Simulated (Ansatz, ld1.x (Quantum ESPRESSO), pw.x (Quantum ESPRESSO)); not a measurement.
# thallium (Tl): does the RRKJ potential hold in the solid?

Tl (Z = 81), norm-conserving RRKJ (Kleinman–Bylander form), made with ld1.x (Quantum ESPRESSO) 7.5 (LDA (PW92), scalar-relativistic). Core [Xe] 4f14, reference 5d10 6s2 6p1. Waves: 6s (bound): rc 1.90 bohr; 5d (bound): rc 1.85 bohr; 5f channel at 0.15 Ry: rc 2.60 bohr; 6p (bound): rc 3.20 bohr. Local part: the p channel. Core correction: a·sin(br)/r model core, default radius (core density twice the valence density). rho0 = 0.02.

Atomic tests: cutoffs needed: 45 Ry and 50 Ry (the cutoffs (Ry, on a coarse ladder) from which the occupation-weighted sum of valence levels, in a spherical-Bessel basis at the reference potential, stays within 10 and 1 mRy of its value at 400 Ry); ghost test: no extra level below or beside the all-electron valence levels (s, d, f, p tested) (spherical-Bessel basis up to 400 Ry, 20 bohr box); largest excitation error: -105 meV (all-electron minus pseudo) for 5d9 6s2 6p1, out of 7 test configurations.

Crystal test: sc Tl in pw.x 7.5, no spin, 11³ k-points, Fermi–Dirac smearing 0.01 Ry, cutoffs 60/240 Ry. The reference is all-electron LAPW (Ansatz 0.2.0) with the same functional, mesh and smearing; V0 and B0 come from Birch–Murnaghan fits to the pressures at five volumes. Errors are pseudo minus all-electron; Δ is the rms difference of the E(V) curves that follow from these fits, minima aligned, over ±6 % about the mean V0. Mesh and smearing are coarse, so the numbers serve the comparison and aren't converged zero-temperature values; the lattice is a test structure that the element need not adopt.

All-electron: a0 = 3.094 Å (V0 = 29.61 Å³/atom), B0 = 36.4 GPa.

Q: How far does the potential miss the all-electron equation of state?

A: mean pressure error (GPa): +0.40; a0 (Å): 3.104; a0 error (%): +0.34; B0 error (%): +0.6; Δ (meV/atom): 2.5. The largest radius (3.20 bohr) exceeds half the bond length (2.92 bohr), so the spheres overlap, which is one possible source of error among others.

| V (Å³/atom) | P all-electron (GPa) | P pseudo (GPa) |
| --- | --- | --- |
| 28.095 | 2.20 | 2.72 |
| 28.835 | 1.03 | 1.48 |
| 29.574 | 0.04 | 0.43 |
| 30.313 | -0.81 | -0.48 |
| 31.053 | -1.53 | -1.24 |

Q: At the middle volume, how do free energy and pressure move when the wave cutoff is lowered (ecutrho kept at four times it)?

A:

```csv
cutoff (Ry),shift of F (meV/atom),shift of P (GPa)
27,+14467.0,-314.60
36,+1532.1,-56.60
48,+13.6,-1.39
```

Input at the middle volume:

```
&control
  calculation='scf', prefix='x', pseudo_dir='./', outdir='./tmp', tstress=.true., disk_io='none'
/
&system
  ibrav=0, nat=1, ntyp=1, ecutwfc=60, ecutrho=240, nbnd=14,
  occupations='smearing', smearing='fd', degauss=0.01
/
&electrons
  conv_thr=1e-09, mixing_beta=0.4, electron_maxstep=70
/
ATOMIC_SPECIES
Tl 1.0 Tl.UPF
CELL_PARAMETERS angstrom
  3.09245477 0.00000000 0.00000000
  0.00000000 3.09245477 0.00000000
  0.00000000 0.00000000 3.09245477
ATOMIC_POSITIONS crystal
Tl 0.0000 0.0000 0.0000
K_POINTS automatic
11 11 11 0 0 0
```

```bash
pw.x < Tl.scf.in > Tl.scf.out
```

Lines of the output:

```
Message from routine setup:
     using ibrav=0 with symmetry is DISCOURAGED, use correct ibrav instead
     lattice parameter (alat)  =       5.8439  a.u.
     unit-cell volume          =     199.5752 (a.u.)^3
     number of electrons       =        13.00
     number of Kohn-Sham states=           14
     kinetic-energy cutoff     =      60.0000  Ry
     charge density cutoff     =     240.0000  Ry
     scf convergence threshold =      1.0E-09
     Exchange-correlation= PW
     number of k points=    56  Fermi-Dirac smearing, width (Ry)=  0.0100
     iteration #  1     ecut=    60.00 Ry     beta= 0.40
     total energy              =    -129.52159147 Ry
     estimated scf accuracy    <       0.00699228 Ry
     iteration #  2     ecut=    60.00 Ry     beta= 0.40
     total energy              =    -129.52211324 Ry
     estimated scf accuracy    <       0.00062588 Ry
     iteration #  3     ecut=    60.00 Ry     beta= 0.40
     total energy              =    -129.52220851 Ry
     estimated scf accuracy    <       0.00004244 Ry
     iteration #  4     ecut=    60.00 Ry     beta= 0.40
     total energy              =    -129.52220947 Ry
     estimated scf accuracy    <       0.00000023 Ry
     iteration #  5     ecut=    60.00 Ry     beta= 0.40
     total energy              =    -129.52220948 Ry
     estimated scf accuracy    <       0.00000003 Ry
     iteration #  6     ecut=    60.00 Ry     beta= 0.40
     the Fermi energy is     9.9532 ev
!    total energy              =    -129.52220948 Ry
     estimated scf accuracy    <          3.4E-10 Ry
     smearing contrib. (-TS)   =      -0.00230455 Ry
     The total energy is F=E-TS. E is the sum of the following terms:
     one-electron contribution =     -23.13416617 Ry
     hartree contribution      =      22.24736154 Ry
     xc contribution           =     -46.58106589 Ry
     ewald contribution        =     -82.05203442 Ry
     convergence has been achieved in   6 iterations
          total   stress  (Ry/bohr**3)                   (kbar)     P=        4.27
     Message from routine punch:
     Nothing written, as per user request (disk_io='none')
```

The run at the middle volume (56 k-points, 6 iterations) took about 9.5 s on one core of a shared host (Neoverse-V1, 32 threads, 126 GiB, load 11).
